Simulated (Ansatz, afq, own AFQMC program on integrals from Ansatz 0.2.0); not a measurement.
AFQMC on a folder of integrals that Ansatz 0.2.0 wrote.

```yaml
crystal:
  periodic: [false, false, false]
  atoms:
    - {symbol: Br, position_ang: [0.000000, 0.000000, -1.595333]}
    - {symbol: H, position_ang: [0.000000, 0.000000, 0.026667]}
    - {symbol: N, position_ang: [0.000000, 0.000000, 1.568667]}
basis:
  gaussian: {orbitals: cc-pVTZ}
magnetization: {spin_polarized: true, initial_magnetization: 3}
correlation: {method: ccsd_t, electrons: outside_noble_gas, hamiltonian_folder: ham}
```

```sh
$ ansatz run in.yaml --threads 1 --pin off --events-out ev --progress --plain --max-ram 15360MiB --backend cuda --devices 0, --max-vram 18GiB
```

Options of the walk:

```
--method phaseless --trial cisd --walkers 2600 --populations 20 --least-time 60 --time-step 0.005 --steps-per-block 50 --equilibration-blocks 28 --max-blocks 4000 --target-error 0.00021 --factor-cut 1e-05 --start spin_pure --seed 4570 --release-times 0.24,0.51,0.99,1.62,2.4 --release-step 0.03 --release-every 3 --taylor-order 6
```

Times are imaginary, in 1/Eh. The walk had a cap of 240 s. With eight or more populations the least sampling time is a fifth of least-time, and the error comes from their spread. Filled inner d shells are frozen with the cores.

Output of the walk:

```
orbitals 72  electrons 8 5  factors 475 of 538
reference energy -2627.41807368 Eh
CCSD correlation -0.31439852 Eh in 12 cycles, weight of the determinant in the CISD state 0.8793
energy of the start -2627.730993 Eh
 block  time / (1/Eh)  mean weight  energy / Eh
     1     0.250  0.9994  -2627.728255
     2     0.500  1.0001  -2627.732495
     3     0.750  1.0002  -2627.735753
     4     1.000  0.9995  -2627.739089
     5     1.250  0.9996  -2627.740543
     8     2.000  1.0004  -2627.743588
    11     2.750  1.0005  -2627.743293
    14     3.500  1.0004  -2627.743154
    17     4.250  0.9996  -2627.744803
    20     5.000  1.0001  -2627.744014
    23     5.750  1.0001  -2627.743559
    26     6.500  0.9997  -2627.744786
    29     7.250  1.0001  -2627.744866
    32     8.000  1.0006  -2627.744198
    35     8.750  0.9999  -2627.743865
    38     9.500  0.9998  -2627.745582
    41    10.250  1.0002  -2627.743943
    44    11.000  1.0002  -2627.744733
    47    11.750  1.0004  -2627.744782
    50    12.500  1.0006  -2627.744393
    53    13.250  0.9996  -2627.744822
    56    14.000  0.9994  -2627.743048
    57    14.250  0.9995  -2627.742988
    59    14.750  1.0004  -2627.743838
    62    15.500  1.0000  -2627.743857
    65    16.250  1.0003  -2627.744874
    68    17.000  0.9996  -2627.744691
    71    17.750  0.9999  -2627.744147
    74    18.500  1.0002  -2627.744555
    77    19.250  0.9997  -2627.744144
    78    19.500  0.9998  -2627.744689
error from the spread of 20 populations
released: time / (1/Eh)  energy / Eh  error  mean overlap
  0.24  -2627.744487  0.000192  0.9952
  0.51  -2627.744543  0.000166  0.9918
  0.99  -2627.744658  0.000153  0.9860
  1.62  -2627.744505  0.000159  0.9841
  2.40  -2627.744685  0.000220  0.9728
energy -2627.744303 +/- 0.000204 Eh
(rows thinned)
```

The run passed its tests (sampling time, drift between the halves within three errors, error under three times the target), which doesn't prove that it has relaxed.

Against this walk (error 5.5 meV) on the same determinant: CCSD(T) 32.9 meV higher, CCSDT(Q) 8.2 meV lower (within the noise). The error is statistical and leaves out the bias of the constraint. Released to 2.40 1/Eh the energy moves by -10 ± 8 meV (both errors), within twice the noise.

Cautions: constraint bias not in the error; no relativity below Rb; no spin-orbit coupling; inner d shell frozen; lower spins were not checked.

The walk took 53 s on 1 × NVIDIA H100 80GB HBM3 with 2 threads of AMD EPYC 7R13 Processor (Zen 3), with other jobs on the host (the card was shared). The log's last line is the phaseless energy.

CCSDT and higher add their correlation energy to the determinant of the CCSD(T) run, since their own runs factorise the integrals more tightly (a shift of under 2 meV). A walk keeps the symmetry of its determinant, which the program's search chose and which needn't be the lowest solution, so a lower state of the same spin and another symmetry isn't excluded.
